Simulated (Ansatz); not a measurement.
Two isomers of C3H7NO: A = `NCCC=O`, B = `C=C(N)CO`.

Isolated molecules relaxed with PBE0-D4/def2-TZVP in Ansatz; ΔE leaves out vibrations. CCSD(T)/CBS is the MP2 limit (def2-TZVPP, def2-QZVPP) plus CCSD(T) − MP2 in def2-TZVPP, frozen cores. DFT in def2-TZVPP. Each species was taken in one conformer, which may not be the lowest.

Task: Which isomer does CCSD(T)/CBS put lower? Give the gap. (Estimate.)

Result: Ansatz gave: A, by 3.8 kcal/mol.

Task: Give E(B) − E(A) in kcal/mol with PBE0-D4, CCSD/def2-TZVPP, B2PLYP, PBE-D4, HF/def2-TZVPP, BLYP-D4, LDA (SPW92). (Best estimate.)

Result: Computed: PBE0-D4 2.9, CCSD/def2-TZVPP 5.2, B2PLYP 4.4, PBE-D4 2.9, HF/def2-TZVPP 7.0, BLYP-D4 3.2, LDA (SPW92) -1.6. The order is the other way round with LDA (SPW92).

Task: Does the order hold for the free energy at 298.15 K (harmonic terms from PBE0-D4)? (Best estimate.)

Result: Ansatz gave: Yes: G(B) − G(A) = +4.3 kcal/mol, for one conformer each.

Largest T1 diagnostic: 0.012.

In def2-TZVPP, CCSD(T) changes the Hartree–Fock value by −2.2 kcal/mol (the triples alone add −0.4 kcal/mol) and MP2 by −2.8 kcal/mol. Leaving LDA and LC-ωPBE aside and taking each functional with its dispersion term where it has one, the values, not all of them listed here, spread over 2.7 kcal/mol, from r2SCAN0-D4 to ωB97X-V. LDA lies −4.9 kcal/mol from PBE without D4.
